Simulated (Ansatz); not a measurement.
**H2S + SiH3O radical: a complex and its separated parts**

Aim: how far the complex at one end of a reaction step lies below its separated, relaxed parts, level by level.

Program: Ansatz 0.2.0, Gaussian basis. Level of theory: PBE0-D4/def2-TZVP structures, single points in def2-TZVPP, no counterpoise correction. These are calculated values, not measurements.

Levels: SPW92, PBE-D4, BLYP-D4, r2SCAN-D4, B97M-V, PBE0-D4, B3LYP-D4, r2SCAN0-D4, BHLYP-D4, CAM-B3LYP-D4, wB97X-V, wB97M-V, B2PLYP, PBE-QIDH, RPA on PBE, Hartree-Fock, MP2, CCSD, CCSD(T).

Cores are frozen in the correlated methods. Orbitals are unrestricted. B3LYP uses VWN-RPA correlation. B2PLYP carries no dispersion term here.

## Step 1: The system as given

The complex: 8 atoms, charge 0, spin multiplicity 2.

Atoms are counted from 1 here; the program's logs count them from 0.

Bond lengths: H1–S4 1.343 Å, Si2–O3 1.645 Å, Si2–H5 1.488 Å, Si2–H6 1.500 Å, O3–H7 0.969 Å, S4–H8 1.343 Å. Angles: O3–Si2–H5 106.6°, O3–Si2–H6 111.4°, H5–Si2–H6 110.0°, Si2–O3–H7 115.3°, H1–S4–H8 92.4°.

As a file:

| atom | x (Å) | y (Å) | z (Å) |
| --- | --- | --- | --- |
| H1 | -0.2817 | -0.3718 | 2.4701 |
| Si2 | 1.0432 | 0.7675 | -1.0873 |
| O3 | -0.5599 | 1.0518 | -0.8544 |
| S4 | -1.3470 | -0.8361 | 1.7976 |
| H5 | 1.3837 | 1.3193 | -2.4271 |
| H6 | 1.3503 | -0.7004 | -1.0436 |
| H7 | -0.9548 | 0.5976 | -0.0956 |
| H8 | -0.6340 | -1.8279 | 1.2403 |

Its parts: H2S holds atoms 1, 4, 8; SiH3O radical holds atoms 2, 3, 5, 6, 7. Each part counts its atoms afresh in its own runs.

## Step 2: Relaxing H2S alone

The input, relax-a/in.yaml:

```yaml
crystal:
  periodic: [false, false, false]
  atoms:
    - {symbol: H, position_ang: [-0.281709, -0.371829, 2.470065]}
    - {symbol: S, position_ang: [-1.346986, -0.836062, 1.797647]}
    - {symbol: H, position_ang: [-0.634012, -1.827885, 1.240268]}
basis:
  gaussian: {orbitals: def2-TZVP}
hamiltonian: {xc: pbe0, dispersion: d4}
relax: {f_tol: 0.005, max_steps: 200}
```

No record of the launch command was kept for these runs.

The runs that follow: Relaxing SiH3O radical alone; wB97M-V/def2-TZVPP; CCSD(T)/def2-TZVPP; Vibrations of H2S; Vibrations of SiH3O radical.

Q: Predict the outcome of this session. Wanted: complex less parts, CCSD(T)/def2-TZVPP; with zero-point energy; largest T1 diagnostic.

As calculated:

```
                              quantity      value
complex less parts, CCSD(T)/def2-TZVPP  -0.171 eV
                with zero-point energy  -0.115 eV
                 largest T1 diagnostic      0.015
```

In words: At CCSD(T) the complex lies 0.171 eV below its parts. The functionals run from PBE-QIDH, off by +0.001 eV, to SPW92, off by -0.159 eV, against CCSD(T). By rung, the mean size of the error is: LDA 0.159, GGA 0.068, meta-GGA 0.031, hybrid 0.036, range-separated hybrid 0.022, double hybrid 0.011 eV. PBE-D4 gives a relative energy 0.078 eV too low, outside chemical accuracy (1 kcal/mol, 0.043 eV). No counterpoise was applied, and triple zeta lacks some correlation, so the CCSD(T) reference has a basis error of its own, and close matches with it are partly luck.
